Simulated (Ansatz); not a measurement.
Compare A (`C=C=C(O)CO`) with its isomer B (`C=C(O)CC=O`).

Computed with Ansatz on PBE0-D4/def2-TZVP structures; ΔE is electronic, products minus reactants. CCSD(T)/CBS is the MP2 limit (def2-TZVPP, def2-QZVPP) plus CCSD(T) − MP2 in def2-TZVPP, frozen cores. Functionals use def2-TZVPP. B3LYP here is the variant with VWN-RPA as its local correlation; programs differ in this. One conformer a species, not always the lowest.

A:

```xyz
12

C    -1.093    2.113    0.156
C    -0.649    0.899    0.004
C    -0.183   -0.311   -0.145
O    -0.957   -1.439   -0.250
C     1.271   -0.653   -0.233
O     1.663   -1.569    0.762
H    -1.297    2.757   -0.697
H    -1.275    2.534    1.141
H    -1.879   -1.203   -0.114
H     1.470   -1.057   -1.237
H     1.867    0.249   -0.102
H     1.063   -2.320    0.714
```

B:

Z-matrix (Å, degrees):
```
C
C 1 1.511
C 1 1.492 2 111.9
H 1 1.098 2 106.9 3 -118.7
H 1 1.089 2 108.9 3 124.1
O 2 1.199 1 123.6 3 -139.8
H 2 1.109 1 115.2 3 40.6
O 3 1.358 1 110.8 2 -70.5
C 3 1.330 1 124.5 2 108.1
H 8 0.963 3 109.3 1 176.2
H 9 1.084 3 121.8 1 -179.5
H 9 1.080 3 120.3 1 0.8
```

Which isomer does CCSD(T)/CBS put lower? Give the gap. (An estimate is asked.)

Ansatz gave: B, by 108.9 kJ/mol.

Give E(B) − E(A) in kJ/mol with MP2/def2-TZVPP, PBE-D4, B3LYP, HF/def2-TZVPP, CCSD(T)/def2-TZVPP, ωB97M-V, r2SCAN-D4. (Best estimate.)

Ansatz gave: MP2/def2-TZVPP -115.5, PBE-D4 -104.7, B3LYP -105.7, HF/def2-TZVPP -124.8, CCSD(T)/def2-TZVPP -112.2, ωB97M-V -111.2, r2SCAN-D4 -108.5. None reverses the order clearly.

Largest T1 diagnostic: 0.014.

From PBE to PBE0 (25 % exact exchange), in def2-TZVPP and without D4, E(B) − E(A) moves by −3.7 kJ/mol. In def2-TZVPP, CCSD(T) changes the Hartree–Fock value by +12.6 kJ/mol (the triples alone add +1.0 kJ/mol) and MP2 by +9.3 kJ/mol.
